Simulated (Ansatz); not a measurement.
# SiH₃O− (SMILES [O-][SiH3]): a rigid scan of the angle H4–Si2–O1

The task here is to estimate one member of a computed series from the others.

Computed with Ansatz 0.2.0, Gaussian basis. Level: single points in def2-TZVPPD.

Levels: PBE-D4, r2SCAN-D4, PBE0-D4, B3LYP-D4, wB97M-V, Hartree-Fock, MP2, CCSD, CCSD(T). The scan takes 93.0, 99.0, 105.0, 111.0, 117.0, 123.0, 129.0, 135.0, 141.0°.

Cores are frozen in the correlated methods. B3LYP uses VWN-RPA correlation.

37 further runs of the same task are left out: 37 set aside as unsound or not needed.

### The system as given

The minimum, relaxed at PBE0-D4: SMILES `[O-][SiH3]`, 5 atoms, charge -1, spin multiplicity 1.

Atoms are counted from 1 here; the program's logs count them from 0.

Bond lengths: O1–Si2 1.564 Å, Si2–H3 1.531 Å, Si2–H4 1.531 Å, Si2–H5 1.531 Å. Angles: O1–Si2–H3 117.0°, O1–Si2–H4 117.0°, O1–Si2–H5 117.0°, H3–Si2–H4 101.0°, H3–Si2–H5 101.0°, H4–Si2–H5 101.0°.

Coordinates:

```
atom     x (Å)     y (Å)     z (Å)
  O1  -1.47991   0.27830   0.71742
 Si2  -0.09221   0.01725   0.04482
  H3  -0.09056  -0.25040  -1.46282
  H4   0.71340  -1.18047   0.55604
  H5   0.94929   1.13532   0.14453
```

Energies of the minimum (eV), from earlier single points: PBE-D4 -9969.92570, r2SCAN-D4 -9974.46655, PBE0-D4 -9970.58896, B3LYP-D4 -9977.16875, wB97M-V -9974.81653, CCSD(T) -9960.59404.

At the minimum the angle H4–Si2–O1 is 117.0°.

The first run:

Input file ccsdt-tzvppd/in.yaml:

```yaml
crystal:
  periodic: [false, false, false]
  atoms:
    - {symbol: O, position_ang: [-1.479913, 0.278298, 0.717421]}
    - {symbol: Si, position_ang: [-0.092206, 0.017255, 0.044824]}
    - {symbol: H, position_ang: [-0.090563, -0.250398, -1.462817]}
    - {symbol: H, position_ang: [0.190823, -1.208382, 0.918094]}
    - {symbol: H, position_ang: [0.949285, 1.135320, 0.144534]}
basis:
  gaussian: {orbitals: "def2-TZVPPD.json"}
total_charge: -1
correlation: {method: ccsd_t}
```

The basis file named in the input lies beside it (Basis Set Exchange, JSON).

No record of the launch command was kept for these runs.

Steps of the session up to this table: H4–Si2–O1 = 93.0°; H4–Si2–O1 = 99.0°; H4–Si2–O1 = 105.0°; H4–Si2–O1 = 111.0°; H4–Si2–O1 = 117.0°; H4–Si2–O1 = 123.0°; H4–Si2–O1 = 129.0°; H4–Si2–O1 = 135.0°; H4–Si2–O1 = 141.0°.

One table of the session follows, with a row left open; its other results are not shown here.

It belongs to the step «The curves». Energies less that of the minimum at the same level (eV):

```
      angle (°)  PBE-D4  PBE0-D4  B3LYP-D4  wB97M-V  Hartree-Fock
           93.0   0.477    0.494     0.498    0.499         0.547
           99.0       ?        ?         ?        ?             ?
          105.0   0.120    0.122     0.121    0.122         0.125
          111.0   0.031    0.030     0.029    0.030         0.027
117.0 (minimum)   0.000    0.000     0.000    0.000         0.000
          117.0   0.000    0.000     0.000    0.000         0.000
          123.0   0.026    0.030     0.032    0.031         0.044
          129.0   0.110    0.120     0.125    0.122         0.157
          135.0   0.249    0.269     0.278    0.274         0.339
          141.0   0.446    0.477     0.491    0.485         0.589
```

**Question.** Estimate the row for angle (°) = 99.0.

Worked estimate for «PBE-D4». A straight line through the neighbours (93.0, 0.477) and (105.0, 0.120) gives 0.477 + (0.120 − 0.477) × (99.0 − 93.0) / (105.0 − 93.0) = 0.298; a parabola fitted to 3 rows on both sides gives 0.269.

The run gave: PBE-D4: 0.268; PBE0-D4: 0.276; B3LYP-D4: 0.276; wB97M-V: 0.277; Hartree-Fock: 0.298. In «PBE-D4» the line misses by +0.030 and the parabola by +0.001.
